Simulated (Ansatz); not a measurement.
Two isomers of C3H6: A = `C1CC1`, B = `C=CC`.

Program: Ansatz. Geometries: PBE0-D4/def2-TZVP. ΔE: electronic, gas phase. CCSD(T)/CBS is the MP2 limit (def2-TZVPP, def2-QZVPP) plus CCSD(T) − MP2 in def2-TZVPP, frozen cores. DFT in def2-TZVPP.

A:

```xyz
9

C    -0.4279    0.4811    0.5767
C     0.8219   -0.2228    0.1480
C    -0.3940   -0.2583   -0.7247
H    -0.9995    0.0526    1.3904
H    -0.4380    1.5634    0.5468
H     1.0997   -1.1296    0.6706
H     1.6613    0.3811   -0.1732
H    -0.3809    0.3216   -1.6390
H    -0.9425   -1.1892   -0.7955
```

B:

Z-matrix (Å, degrees):
```
C
C 1 1.490
H 1 1.095 2 111.0
H 1 1.095 2 111.0 3 118.3
H 1 1.092 2 111.5 3 -120.8
C 2 1.325 1 125.1 3 120.8
H 2 1.088 1 116.2 3 -59.2
H 6 1.084 2 121.6 1 -180.0
H 6 1.086 2 121.4 1 0.0
```

(1) Which is lower in electronic energy at CCSD(T)/CBS, and by how much? (Best estimate.)

(2) Give E(B) − E(A) in kJ/mol with B2PLYP, PBE0-D4, PBE-D4, BLYP-D4, LDA (SPW92), CCSD(T)/def2-SVP, r2SCAN-D4. (An estimate is asked.)

(3) Does the order hold for the free energy at 298.15 K (harmonic terms from PBE0-D4)? (Estimate.)

Largest T1 diagnostic: 0.010.

Results:

(1) Ansatz gave: B, by 32.6 kJ/mol.

(2) Ansatz gave: B2PLYP -33.6, PBE0-D4 -15.9, PBE-D4 -22.5, BLYP-D4 -45.7, LDA (SPW92) -8.6, CCSD(T)/def2-SVP -28.2, r2SCAN-D4 -23.4. None reverses the order clearly.

(3) Computed: Yes: G(B) − G(A) = -43.8 kJ/mol.

At CCSD(T), def2-SVP lies +4.4 kJ/mol from the extrapolated value and def2-TZVPP +1.7 kJ/mol. From PBE to PBE0 (25 % exact exchange), in def2-TZVPP and without D4, E(B) − E(A) moves by +6.6 kJ/mol.
